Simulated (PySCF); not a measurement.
# PN₂: structure of the doublet

The task is one start of a wider search on PN₂: the doublet, from a linear start. It is relaxed, tested by its Hessian and followed downhill if it is a saddle.

Program: PySCF 2.14.0. Level of theory: PBE0, basis P def2-TZVP, N def2-TZVP, no relativity, density fitting. These are calculated values, not measurements.

### 1 Starting geometry

3 atoms, charge 0, spin multiplicity 2.

Bond lengths: P1–N2 1.620 Å, P1–N3 1.620 Å. Angles: N2–P1–N3 180.0°.

```xyz
3
charge 0 multiplicity 2
P     0.0000    0.0000    0.0000
N     0.0000    0.0000    1.6200
N     0.0000    0.0000   -1.6200
```

### 2 First SCF at the start

The steps below are one call of a driver around PySCF. For each, scf.py gives the equivalent set-up of the SCF; relaxations use the driver's own optimiser. After this first run the driver tries any further starts and a stability analysis.

Input file scf.py:

```python
from pyscf import gto, scf, dft
mol = gto.M(atom='''
P      0.000000     0.000000     0.000000
N      0.000000     0.000000     1.620000
N      0.000000     0.000000    -1.620000''',
    basis={'P': 'def2-TZVP', 'N': 'def2-TZVP'},
    charge=0, spin=1)
mf = dft.UKS(mol, xc='PBE0')
mf.grids.atom_grid = (50, 194)
aux = {'P': 'def2-universal-JKFIT', 'N': 'def2-universal-JKFIT'}
mf = mf.density_fit(auxbasis=aux)
mf.conv_tol = 1e-08
mf.diis_space = 10
mf.max_cycle = 60
mf.init_guess = 'minao'
mf.verbose = 4
mf.kernel()
```

Started as:

```sh
> OMP_NUM_THREADS=4 python axn.py task.json out
```

The program printed:

```text
init E= -450.545417826922
[... the frontier-level lines of each cycle are left out ...]
cycle= 1 E= -450.430615612103  delta_E= 0.115  |g|= 0.242  |ddm|= 1.36
cycle= 2 E= -450.350328232379  delta_E= 0.0803  |g|= 0.484  |ddm|= 0.515
cycle= 3 E= -450.464686830793  delta_E= -0.114  |g|= 0.0569  |ddm|= 0.344
cycle= 4 E= -450.466837338398  delta_E= -0.00215  |g|= 0.0185  |ddm|= 0.0483
cycle= 5 E= -450.467660328658  delta_E= -0.000823  |g|= 0.00722  |ddm|= 0.0378
cycle= 6 E= -450.467859817918  delta_E= -0.000199  |g|= 0.0019  |ddm|= 0.025
cycle= 7 E= -450.467874736842  delta_E= -1.49e-05  |g|= 0.000743  |ddm|= 0.00722
cycle= 8 E= -450.467876606573  delta_E= -1.87e-06  |g|= 0.000302  |ddm|= 0.00253
cycle= 9 E= -450.467876845299  delta_E= -2.39e-07  |g|= 5.17e-05  |ddm|= 0.000965
cycle= 10 E= -450.467876852362  delta_E= -7.06e-09  |g|= 1.07e-05  |ddm|= 0.000147
Extra cycle  E= -450.467876852533  delta_E= -1.71e-10  |g|= 5.65e-06  |ddm|= 2.09e-05
converged SCF energy = -450.467876852533  <S^2> = 0.85010609  2S+1 = 2.0977188
```

This step, with its further starts and checks, ran for 7.5 s (4 threads of Arm Neoverse V1, shared host).

The starts that the driver tried:

| start | energy (Eh) |
| --- | --- |
| the minimal-basis guess | -450.467877 |
| a thermally smeared density | -450.467877 |
| a smeared PBE density | -450.467877 |

No lower solution of this spin turned up from the other starts or in the test of internal stability.

### 3 Relaxing the doublet from the linear start

The program finds D∞h symmetry in the start, which this walk keeps. Threshold on the gradient: 0.0003 Eh/bohr, with a further test on the energy change.

scf.py, as its differences from that of step 2:

```diff
@@ -15 +14,0 @@
-mf.init_guess = 'minao'
```

Energy and gradient, step by step:

| step | energy (Eh) | change (kJ/mol) | largest symmetric gradient (Eh/bohr) |
| --- | --- | --- | --- |
| 0 | -450.467877 | 0.00 | 0.07172 |
| 1 | -450.480393 | -32.86 | 0.02422 |
| 2 | -450.481292 | -35.22 | 0.00653 |
| 3 | -450.481371 | -35.43 | 0.00043 |
| 4 | -450.481371 | -35.43 | 0.00001 |

The walk took 4.8 s.

After 4 steps and 35.4 kJ/mol it ends at D∞h: P–N 1.529 Å (×2); N–P–N 180.0°.

### 4 Hessian and properties

The point is checked on the finer grid, and tightened if its gradient asks for it. The Hessian and the dipole derivatives come from central differences of analytic gradients, with steps of 0.02 bohr.

scf.py, as its differences from that of step 3:

```diff
@@ -4,2 +4,2 @@
-N      0.000000     0.000000     1.620000
-N      0.000000     0.000000    -1.620000''',
+N     -0.000000     0.000000     1.529247
+N      0.000000     0.000000    -1.529247''',
@@ -9 +9 @@
-mf.grids.atom_grid = (50, 194)
+mf.grids.atom_grid = (75, 302)
@@ -12 +12 @@
-mf.conv_tol = 1e-08
+mf.conv_tol = 1e-10
```

This SCF starts from the last density.

Log of the central SCF (cycles and frontier levels):

```text
init E= -450.481382497036
[... the frontier-level lines of each cycle are left out ...]
cycle= 1 E= -450.481382497024  delta_E= 1.23e-11  |g|= 6e-06  |ddm|= 5.85e-06
Extra cycle  E= -450.48138249697  delta_E= 5.4e-11  |g|= 1.25e-05  |ddm|= 1.19e-05
converged SCF energy = -450.48138249697  <S^2> = 0.81205754  2S+1 = 2.0611235
```

The whole step took 16 s.

Geometry: D∞h; P–N 1.529 Å (×2); N–P–N 180.0°.

Modes, for the most abundant isotopes:

```tsv
ω (cm⁻¹)	IR (km/mol)	μ (u)	type
184	22.8	18.93	bend
247	17.1	18.93	bend
1018	0.0	14.00	stretch
1141	94.6	18.93	stretch
```

All wavenumbers are real: a minimum.

The SCF density has lower symmetry than the nuclear frame, so the modes carry no labels; pairs that should be degenerate can split.

Properties at this point:

```
Dipole moment                                                   : 0.00 D
Highest occupied level                                          : -8.57 eV
Lowest empty level                                              : -5.67 eV
Rotational constants                                            : 0.2574 cm⁻¹
Zero-point energy                                               : 15.5 kJ/mol
Principal polarisabilities                                      : 22.5, 23.9, 58.5 bohr³
Atomisation energy without zero-point energy                    : 679 kJ/mol
Principal traceless quadrupole moments about the centre of mass : -8.27, 3.07, 5.20 D Å
Entropy at 298.15 K and 1 bar (electronic part: spin only)      : 241.1 J/(mol K)
Heat capacity Cp at 298.15 K                                    : 46.8 J/(mol K)
Enthalpy at 298.15 K above 0 K                                  : 11.65 kJ/mol
Rotational symmetry number                                      : 2
Spin squared ⟨S²⟩                                               : 0.812
```

Charges (e) and bond orders:

| atom | Mulliken | Löwdin | polar tensor | spin (Mulliken) | Mayer order to P1 |
| --- | --- | --- | --- | --- | --- |
| P1 | 0.46 | 0.51 | -0.03 | -0.25 | – |
| N2,3 | -0.23 | -0.26 | 0.02 | 0.63 | 2.28 |

Outer orbital energies (eV). α occupied: -26.01, -24.31, -13.60, -11.89, -11.22, -10.94, -10.07, -9.02; empty: -3.20, -1.55, -1.07, 3.96. β occupied: -131.64, -25.26, -23.19, -13.18, -11.10, -10.44, -10.39, -8.57; empty: -5.67, -3.24, -1.01, -0.29.

Mulliken populations on P1: s 5.24, p 8.80, d 0.43, f 0.06.

### 5 What came out

```
                                          quantity                           value
                                           minimum                    doublet, D∞h
                                          geometry  P–N 1.529 Å (×2); N–P–N 180.0°
                                wavenumbers (cm⁻¹)            184, 247, 1018, 1141
                                     dipole moment                          0.00 D
highest occupied, lowest empty level (either spin)                 -8.57, -5.67 eV
                         polar-tensor charge of P1                         -0.03 e
                                 zero-point energy                     15.5 kJ/mol
                               entropy at 298.15 K                 241.1 J/(mol K)
         atomisation energy (no zero-point energy)                      679 kJ/mol
                                              ⟨S²⟩                           0.812
```

In words: The linear start keeps its D∞h symmetry and ends in a minimum. The strongest infrared band lies at 1141 cm⁻¹ (stretch). Other starts or spin states, not run here, may lie lower. The SCF density has lower symmetry than the nuclear frame.

The search up to here took 29 s.
